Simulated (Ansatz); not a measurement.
# O2Si, SMILES O=[Si]=O: the energy of protonation at one site

Computed with Ansatz 0.2.0, Python API.

`o2si.py`:
```python
"""Adding a proton to O2Si."""

import ansatz as az
import numpy as np

GEOMETRY = """
O     0.69123    1.21729    0.51374
Si   -0.00073    0.00044   -0.00016
O    -0.69051   -1.21774   -0.51358
"""

system = az.Crystal.molecule()
for line in GEOMETRY.strip().splitlines():
    symbol, *xyz = line.split()
    system = system.atom(symbol, [float(v) for v in xyz])

model = system.calculation().basis(gaussian="6-31G*").functional("b3lyp", dispersion="d4")
symbols = [site.symbol for site in system.cartesian_sites]
start = np.array([site.position_ang for site in system.cartesian_sites], dtype=float)
data = model.relax(force_tolerance=0.01).run(threads=1).report
end = np.array(data["positions_ang"])

# put the proton on the side away from the neighbours, slightly off axis
away = sum((end[0] - end[j]) / np.linalg.norm(end[0] - end[j]) for j in [1]) + np.array([0.15, 0.1, -0.2])
proton = end[0] + 1.0 * away / np.linalg.norm(away)
acid = az.Crystal.molecule()
for symbol, place in zip(symbols, end):
    acid = acid.atom(symbol, place.tolist())
acid = acid.atom("H", proton.tolist())
protonated = (
    acid.calculation()
    .basis(gaussian="6-31G*")
    .functional("b3lyp", dispersion="d4")
    .charge(1)
    .relax(force_tolerance=0.01, max_steps=80)
)
after = protonated.run(threads=1).report
xyz = np.array(after["positions_ang"])
reach = np.linalg.norm(xyz[:-1] - xyz[-1], axis=1)
print(f"base {data['free_energy_ev']:.5f} eV, protonated {after['free_energy_ev']:.5f} eV")
print(f"the proton ends {reach.min():.3f} A from {symbols[reach.argmin()]}{reach.argmin()}")
print(f"electronic proton affinity {23.060548 * (data['free_energy_ev'] - after['free_energy_ev']):.1f} kcal/mol")
```

`python o2si.py` gives:
```text
base -11971.13020 eV, protonated -11978.44932 eV
the proton ends 0.979 A from O0
electronic proton affinity 168.8 kcal/mol
```

Notes:
- Total energies depend on the basis set; only differences at equal settings carry meaning.
- The proton is put on one chosen atom, which needn't be the most basic site, so the molecule's proton affinity can be higher; the ends are stationary points, not checked by frequencies, and zero-point and thermal terms count only where printed.
- b3lyp holds the VWN-RPA fit, as in Gaussian; the form of ORCA and Turbomole is b3lyp5.
- It ran for 12 s on 1 thread of Arm Neoverse V2, with other jobs on the host, peak memory 0.18 GiB.
